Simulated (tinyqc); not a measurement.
Inside a calculation. Method: RHF in the sto-3g basis, for H2O, spin multiplicity 1. One step of it, computed by the program tinyqc.

Question. Iteration 2: DIIS coefficients. Solve [B -1; -1 0][c; lambda] = [0; -1] for the coefficients, which sum to one.

B (overlaps of the stored error matrices):
```
               1              2
1  1.7383792e+00  1.4431606e-01
2  1.4431606e-01  9.0954213e-02
```

Give: DIIS coefficients.

Answer.

DIIS coefficients: -0.035  1.035
